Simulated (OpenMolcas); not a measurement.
SiNH3 (SMILES N[SiH]): methods side by side

SiNH3: 5 atoms, total charge 0, spin state singlet. SMILES: `N[SiH]`. Geometry: relaxed at GFN2-xTB. This is one conformer, not always the lowest.

```xyz
5

N    -0.2987   -0.4693    0.1229
Si    0.0054    1.1950    0.3897
H     0.1891   -1.0675   -0.5292
H    -1.0095   -0.9776    0.6207
H     1.1137    1.3194   -0.6042
```

Quantity: the vertical energy of the triplet above the singlet, in eV. The values are calculated.

```json
{"level": "HF/STO-3G", "kind": "Hartree–Fock", "program": "OpenMolcas", "value (eV)": "2.46", "less FCI/STO-3G": "-0.64"}
{"level": "SVWN5/STO-3G", "kind": "LDA", "program": "OpenMolcas", "value (eV)": "3.36", "less FCI/STO-3G": "+0.26"}
{"level": "PBE/STO-3G", "kind": "GGA", "program": "OpenMolcas", "value (eV)": "3.28", "less FCI/STO-3G": "+0.18"}
{"level": "r2SCAN/STO-3G", "kind": "meta-GGA", "program": "OpenMolcas", "value (eV)": "3.11", "less FCI/STO-3G": "+0.01"}
{"level": "M06-2X/STO-3G", "kind": "hybrid meta-GGA", "program": "OpenMolcas", "value (eV)": "3.13", "less FCI/STO-3G": "+0.03"}
{"level": "PBE0/STO-3G", "kind": "global hybrid", "program": "OpenMolcas", "value (eV)": "3.12", "less FCI/STO-3G": "+0.02"}
{"level": "CASPT2(2,2)/STO-3G", "kind": "multireference", "program": "OpenMolcas", "value (eV)": "3.06", "less FCI/STO-3G": "-0.04"}
{"level": "CCSD(T)/STO-3G, open shells restricted", "kind": "coupled cluster or CI", "program": "OpenMolcas", "value (eV)": "3.10", "less FCI/STO-3G": "0.00"}
{"level": "FCI/STO-3G, open shells restricted", "kind": "exact in the basis", "program": "OpenMolcas", "value (eV)": "3.10", "less FCI/STO-3G": "0.00"}
```

FCI/STO-3G, open shells restricted is exact within its basis and frozen core, so for wave-function methods in that basis the difference is their error; functionals converge differently with the basis, so for them it is only a difference. The values span 2.46 to 3.36 eV. All rows use very small basis sets, so even the best lies far from the true value.
